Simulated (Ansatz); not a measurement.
in.yaml

```yaml
crystal:
  periodic: [false, false, false]
  atoms:
    - {symbol: Si, position_ang: [0.000000, 0.000000, 3.209989]}
    - {symbol: B, position_ang: [0.000000, 0.000000, -1.012011]}
    - {symbol: H, position_ang: [0.000000, 0.000000, -2.197977]}
basis:
  gaussian: {orbitals: def2-SVP, fitting: {mean_field: def2-universal-jkfit}}
hamiltonian: {xc: pbe0}
correlation: {active_space: {window: {electrons: 2, orbitals: 2}}}
accuracy: high
```

```sh
$ ansatz run in.yaml --threads 1 --pin off --events-out ev --progress --plain --max-ram 2393MiB
```

Task: One thing in this input was set wrong on purpose, beside settings that are merely unusual. What is the gravest fault, and what does the program do?

Result: Active space on a functional. How the run ends: refused.
```
Error: invalid value for `correlation.active_space`: it starts from restricted Hartree–Fock orbitals; set hamiltonian.xc: hf without magnetization.spin_polarized
```
